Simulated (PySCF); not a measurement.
## Reading a saddle point

A first-order saddle point of SiN$_{2}$H$_{8}$, singlet, PBE0-D4/def2-TZVP, with one imaginary mode of 1326i cm⁻¹:

```json
{"atom": "Si1", "x (Å)": "-0.2606", "y (Å)": "-0.5303", "z (Å)": "0.2028"}
{"atom": "N2", "x (Å)": "1.3490", "y (Å)": "-0.0265", "z (Å)": "-0.6049"}
{"atom": "H3", "x (Å)": "-0.7468", "y (Å)": "-1.4966", "z (Å)": "-0.8542"}
{"atom": "H4", "x (Å)": "0.0882", "y (Å)": "-1.4509", "z (Å)": "1.3152"}
{"atom": "N5", "x (Å)": "-1.5381", "y (Å)": "0.5920", "z (Å)": "0.0934"}
{"atom": "H6", "x (Å)": "1.2876", "y (Å)": "0.6042", "z (Å)": "0.4234"}
{"atom": "H7", "x (Å)": "0.5428", "y (Å)": "0.7740", "z (Å)": "1.2880"}
{"atom": "H8", "x (Å)": "2.0535", "y (Å)": "-0.7391", "z (Å)": "-0.7588"}
{"atom": "H9", "x (Å)": "1.2371", "y (Å)": "0.5481", "z (Å)": "-1.4318"}
{"atom": "H10", "x (Å)": "-1.6283", "y (Å)": "1.3673", "z (Å)": "0.7266"}
{"atom": "H11", "x (Å)": "-2.3843", "y (Å)": "0.3577", "z (Å)": "-0.3995"}
```

Computed with PySCF 2.14 with density fitting (its default auxiliary sets; JK sets also for MP2 and CCSD(T)) (basis: def2-TZVPP and def2-QZVPP); correlated methods freeze the cores. Extrapolation: Hartree–Fock as exp(−7.88 √X), correlation as X^−2.97.

Question: Which contacts change along the imaginary mode, and what lies on either side? (A judgement: the text doesn't fix the answer.)

Answer: The calculation gives: The step is SiN₂H₆ ([NH2][SiH2][NH2]) + H₂ → SiNH₅ ([NH2][SiH3]) + NH₃, with the molecules in contact on both sides. Shortening one way: Si1–H7, N2–H6; lengthening the same way: Si1–N2, H6–H7.
```
  pair  one side (Å)  saddle (Å)  other side (Å)
Si1–H7          3.99        1.88            1.48
 N2–H6          2.76        1.21            1.01
Si1–N2          1.71        1.87            2.91
 H6–H7          0.75        1.15            3.03
```

Question: Which side is lower, and how far does the saddle lie above each? (Judge from chemistry; the value comes from the calculation.)

Answer: By the calculation: The side with Si1–N2, H6–H7 short is lower by 0.394 eV; the saddle lies 2.056 eV above it and 1.662 eV above the other (CCSD(T) at an estimated basis limit (MP2 extrapolated from triple and quadruple zeta, plus CCSD(T) − MP2 in triple zeta); electronic energies).

T1 diagnostic: at most 0.011.

Labels in which every atom is bracketed show which atoms are joined, not bond orders.

For scale, one of the runs: CCSD(T)/def2-TZVPP, 216 basis functions, launched by `OMP_NUM_THREADS=4 python run.py`. Time: 8.5 min of wall clock on 4 CPU threads of an Arm Neoverse V1; the host was shared. Peak host memory: 3 GiB.
